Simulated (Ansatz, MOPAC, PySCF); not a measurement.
Dissociation curve of LiH, singlet.

Levels of theory: RMP2/3-21G = restricted MP2 (frozen core)/3-21G (PySCF); UMP2/3-21G = unrestricted MP2 (frozen core)/3-21G in PySCF 2.14.0; PM3, restricted, heats of formation (MOPAC); FCI = full CI/def2-TZVP, frozen core run with Ansatz (an electronic-structure program).

Energies relative to the lowest point of each curve near equilibrium, in kJ/mol; the last columns give the difference from FCI:

| R / Å | RMP2/3-21G | UMP2/3-21G | PM3 | FCI | RMP2/3-21G − FCI | UMP2/3-21G − FCI | PM3 − FCI |
|---|---|---|---|---|---|---|---|
| 1.22 | 92.0 | 92.0 | 35.7 | 73.2 | 18.8 | 18.8 | -37.5 |
| 1.27 | 67.4 | 67.4 | 25.7 | 51.5 | 15.9 | 15.9 | -25.8 |
| 1.36 | 35.2 | 35.2 | 11.5 | 24.1 | 11.1 | 11.1 | -12.6 |
| 1.47 | 12.0 | 12.0 | 1.7 | 6.1 | 5.8 | 5.8 | -4.4 |
| 1.51 | 6.9 | 6.9 | 0.3 | 2.8 | 4.1 | 4.1 | -2.5 |
| 1.55 | 3.4 | 3.4 | 0.0 | 0.8 | 2.6 | 2.6 | -0.8 |
| 1.60 | 0.8 | 0.8 | 1.1 | 0.0 | 0.8 | 0.8 | 1.1 |
| 1.67 | 0.0 | 0.0 | 5.3 | 1.4 | -1.4 | -1.4 | 3.9 |
| 1.69 | 0.3 | 0.3 | 7.0 | 2.3 | -1.9 | -1.9 | 4.7 |
| 1.74 | 2.0 | 2.0 | 12.0 | 5.1 | -3.1 | -3.1 | 6.8 |
| 1.84 | 8.5 | 8.5 | 24.9 | 13.4 | -4.9 | -4.9 | 11.5 |
| 2.01 | 26.5 | 26.5 | 52.5 | 32.5 | -6.0 | -6.0 | 20.0 |
| 2.16 | 46.6 | 46.6 | 80.0 | 51.7 | -5.1 | -5.1 | 28.3 |
| 2.39 | 80.7 | 94.2 | 125.5 | 81.8 | -1.1 | 12.4 | 43.7 |
| 2.61 | 114.2 | 123.6 | 170.6 | 109.1 | 5.1 | 14.5 | 61.4 |
| 2.86 | 150.9 | 142.6 | 220.3 | 136.7 | 14.2 | 5.9 | 83.6 |
| 3.19 | 195.0 | 155.6 | 280.1 | 165.7 | 29.3 | -10.1 | 114.4 |
| 3.52 | 232.9 | 161.9 | 331.0 | 185.5 | 47.4 | -23.6 | 145.5 |
| 3.88 | 266.5 | 165.3 | 376.5 | 198.2 | 68.3 | -32.8 | 178.3 |
| 4.36 | 298.0 | 167.5 | 422.8 | 206.0 | 92.0 | -38.6 | 216.7 |
| 4.72 | 311.2 | 168.3 | 448.8 | 208.5 | 102.7 | -40.2 | 240.3 |
| 5.55 | 307.2 | 169.3 | 489.7 | 210.4 | 96.8 | -41.1 | 279.4 |
| 6.37 | 265.2 | 169.7 | 514.4 | 210.7 | 54.5 | -41.0 | 303.7 |

RMP2/3-21G is furthest from FCI at 4.72 (102.7 kJ/mol, above); its mean absolute difference over the points is 25.8 kJ/mol.

UMP2/3-21G is furthest from FCI at 5.55 (-41.1 kJ/mol, below); its mean absolute difference over the points is 14.9 kJ/mol.

PM3 is furthest from FCI at 6.37 (303.7 kJ/mol, above); its mean absolute difference over the points is 79.4 kJ/mol.

The restricted form behind RMP2/3-21G, PM3 keeps the bonding electrons paired and can't separate into open-shell fragments. The unrestricted determinant behind UMP2/3-21G is spin-contaminated at 2.39 to 6.37 Å (<S²> up to 1.0, against 0.00 for a pure singlet).
